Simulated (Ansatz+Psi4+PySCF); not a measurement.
```xyz
2

Li    0.0000    0.0000    0.4100
H     0.0000    0.0000   -1.2300
```

Basis set: cc-pVTZ on H; cc-pCVTZ on Li (spherical functions). All electrons are correlated. Charge 0, multiplicity 1.

Computed with Ansatz (development build ahead of 0.2.0) and Psi4 1.11; each method stands on the lowest determinant of its kind that the runs found.

(1) Give the vertical ionization energy (product with multiplicity 2 at the same shape, open shells in the same class of orbitals) of singlet LiH by UHF-CCSD(T), UHF-CCSD, UHF-MP2, UHF.

Answers

(1)

| method | ionization energy |
| --- | --- |
| UHF-CCSD(T) | 7.93 eV |
| UHF-CCSD | 7.93 eV |
| UHF-MP2 | 7.70 eV |
| UHF | 6.93 eV |
